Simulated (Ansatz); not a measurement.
**C3H2O: how energies converge with the basis set**

Aim: see how fast density functionals and correlated methods converge with the basis set for C3H2O.

The runs use Ansatz 0.2.0, Gaussian basis; one geometry, several basis sets.

Plan: PBE0-D4/def2-SVP; ωB97M-V/def2-SVP; PBE0-D4/def2-QZVPP; ωB97M-V/def2-QZVPP; CCSD(T)/cc-pV(D+d)Z; CCSD(T)/cc-pV(T+d)Z; CCSD(T)/cc-pV(Q+d)Z; the functionals' def2-TZVPP values are taken from earlier runs.

## (1) Structure used throughout

The geometry comes from an earlier relaxation with PBE0-D4 in a triple-zeta def2 set; it is a stationary point.

6 atoms, charge 0, spin multiplicity 1.

Atoms are counted from 1 here; the program's logs count them from 0.

Bond lengths: O1–C2 1.196 Å, C2–C3 1.424 Å, C2–C4 1.424 Å, C3–C4 1.339 Å, C3–H5 1.083 Å, C4–H6 1.083 Å. Angles: O1–C2–C3 152.0°, O1–C2–C4 152.0°, C3–C2–C4 56.1°, C2–C3–C4 62.0°, C2–C3–H5 154.0°, C4–C3–H5 144.1°, C2–C4–C3 62.0°, C2–C4–H6 154.0°, C3–C4–H6 144.1°.

## (2) PBE0-D4 in def2-SVP

Input file in.yaml:

```yaml
crystal:
  periodic: [false, false, false]
  atoms:
    - {symbol: O, position_ang: [-0.020132, -1.860645, 0.852058]}
    - {symbol: C, position_ang: [-0.008383, -0.772880, 0.353942]}
    - {symbol: C, position_ang: [0.589298, 0.229129, -0.462180]}
    - {symbol: C, position_ang: [-0.581244, 0.510078, 0.123637]}
    - {symbol: H, position_ang: [1.362111, 0.622759, -1.110324]}
    - {symbol: H, position_ang: [-1.341650, 1.271547, 0.242866]}
basis:
  gaussian: {orbitals: def2-SVP}
hamiltonian: {xc: pbe0, dispersion: d4}
output: {orbitals: {seedname: orbitals}}
```

Started as:

```bash
$ ansatz run in.yaml --threads 2 --pin off --events-out ev --progress --plain --max-ram 32768MiB --backend cpu
```

After this run come: ωB97M-V in def2-SVP; PBE0-D4 in def2-QZVPP; ωB97M-V in def2-QZVPP; CCSD(T) in cc-pV(D+d)Z; CCSD(T) in cc-pV(T+d)Z; CCSD(T) in cc-pV(Q+d)Z.

Before running them: what should the planned runs give, taken together? Wanted: MP2 correlation recovered, cc-pV(D+d)Z; MP2 correlation recovered, cc-pV(T+d)Z; MP2 correlation recovered, cc-pV(Q+d)Z; CCSD(T) limit from def2 sets; PBE0-D4: double and triple zeta above quadruple; ωB97M-V: double and triple zeta above quadruple.

The runs gave:

```
                                                                 quantity          value
                                   MP2 correlation recovered, cc-pV(D+d)Z         72.5 %
                                   MP2 correlation recovered, cc-pV(T+d)Z         89.4 %
                                   MP2 correlation recovered, cc-pV(Q+d)Z         95.6 %
CCSD(T) limit from def2 sets (earlier runs) less the limit of this series         12 meV
                          PBE0-D4: double and triple zeta above quadruple  6.11, 0.28 eV
                          ωB97M-V: double and triple zeta above quadruple  6.30, 0.25 eV
```

What this shows: For PBE0-D4 the step from double to triple zeta gains 5.83 eV and the next only 0.28 eV. Correlation climbs from 72 % (cc-pV(D+d)Z) to 96 % (cc-pV(Q+d)Z) of the limit; Hartree-Fock is 0.110 eV from its own by then. A limit from the def2 sets, made apart, differs by 12 meV, a least measure of the doubt on such a limit. These are total energies; as a rule much of such shifts cancels in differences, which this series doesn't test.
